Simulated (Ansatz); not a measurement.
Geometry optimisation, UKS PBE/6-31G* in Ansatz 0.2.0.

The input (input.yaml):

```yaml
crystal:
  periodic: [false, false, false]
  atoms:
    - { symbol: Al, position_ang: [0.0, 0.0, 0.0] }
    - { symbol: Cl, position_ang: [0.0, 0.0, 2.48] }
    - { symbol: H, position_ang: [1.351, 0.0, -0.78] }
    - { symbol: "N", position_ang: [-1.6627, 0.0, -0.96] }
    - { symbol: H, position_ang: [-2.3316, -0.8164, -0.8614] }
    - { symbol: H, position_ang: [-1.9118, 0.8164, -1.5886] }
    - { symbol: H, position_ang: [0.0, 0.0, 4.15] }
magnetization:
  spin_polarized: true
  initial_magnetization: 1
basis:
  gaussian: { orbitals: "6-31G*" }
hamiltonian:
  xc: pbe
relax:
  f_tol: 0.15
  max_steps: 25
  restrain:
    - { distance: [1, 6], at: 1.37, k: 30.0 }
    - { distance: [0, 1], at: 3.43, k: 30.0 }
```

Launched with:

```bash
$ ansatz run input.yaml --threads 1 --pin off --max-ram 2048MiB --backend cpu --events-out ev --progress --plain --runs-dir out
```

Where does it end, and by what steps?

It converged. The restraints hold the end off the free minimum; the threshold counts their pulls, which the force column leaves out. Restrained pairs: Cl2–H7 (1.67 → 1.34 Å), Al1–Cl2 (2.48 → 3.43 Å). After 22 steps the energy has fallen by 0.752 eV (the restraints' own energy left out); H7 moved furthest, 1.03 Å.

| step | energy less start (eV) | largest force component (eV/Å) | accepted |
| --- | --- | --- | --- |
| 0 | 0.0000 | 2.330 | yes |
| 1 | -0.0197 | 1.933 | yes |
| 2 | -0.0300 | 1.932 | yes |
| 3 | -0.4120 | 0.925 | yes |
| 4 | -0.6199 | 0.943 | yes |
| 5 | -0.6384 | 1.334 | yes |
| 6 | -0.6868 | 0.799 | yes |
| 7 | -0.6971 | 0.715 | yes |
| 8 | -0.7100 | 0.746 | yes |
| 9 | -0.7057 | 0.821 | no |
| 10 | -0.7195 | 0.795 | yes |
| 11 | -0.7280 | 0.704 | yes |
| 12 | -0.7147 | 0.950 | no |
| 13 | -0.7283 | 0.717 | yes |
| 14 | -0.7302 | 0.788 | yes |
| 15 | -0.7269 | 0.977 | yes |
| 16 | -0.7350 | 0.963 | yes |
| 17 | -0.7465 | 0.908 | yes |
| 18 | -0.7361 | 1.227 | no |
| 19 | -0.7473 | 0.970 | yes |
| 20 | -0.7453 | 1.095 | yes |
| 21 | -0.7386 | 1.289 | no |
| 22 | -0.7525 | 1.016 | yes |

```xyz
7
Properties=species:S:1:pos:R:3
Al -0.037 -0.683 -0.364
Cl -0.004 -0.647 3.064
H 1.120 0.452 -0.236
N -1.605 -0.059 -0.999
H -2.446 -0.618 -1.142
H -1.776 0.916 -1.252
H 0.194 0.640 3.369
```

Run time: 65 s on 1 thread of AMD EPYC 7R43 64-Core Processor (Zen 3), on a shared host, peak memory 0.17 GiB.
